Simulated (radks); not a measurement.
# Al²⁺ in [Ne] 3s1: an all-electron calculation

An exercise on one series of results from a longer session: the logs are not shown, and one member is left open.

Method: Dirac Kohn-Sham, PBE, spin-unpolarised, spherical densities, point nucleus. Code: radks (a radial shooting solver on a logarithmic mesh, Libxc functionals) version 1.

## The system

```
element       : aluminium (Z = 13)
charge        : +2
electrons     : 11
configuration : [Ne] 3s1
```

The outer shells:

Al²⁺
```
[Ne] core
3s [↑ ]
```

Set-up of the first run:

Input:

```text
Z 13
configuration [Ne] 3s1
relativity Dirac
functional pbe,pbe
spin unpolarised
j_filling energy
nucleus point
c 137.035999084
```

One of the session's tables, all rows but one given; the rest of the session is left out.

It belongs to the step «Shells». Radial moments (bohr):

```
level     <r>  outermost maximum (interpolated)  90 % within  nodes
1s1/2  0.1202                            0.0783        0.215      0
2s1/2  0.6247                             0.496        0.988      1
2p1/2  0.5994                             0.427         1.01      0
2p3/2       ?                                 ?            ?      ?
3s1/2   2.204                              1.91         3.29      2
```

Q: Estimate the row for 2p3/2 from the others.

As computed: <r>: 0.6016; outermost maximum (interpolated): 0.429; 90 % within: 1.02; nodes: 0. In the column «<r>» it lies between 2p1/2 (0.5994) and 2s1/2 (0.6247).

To keep in mind: Spin polarisation and multiplet splitting are left out.
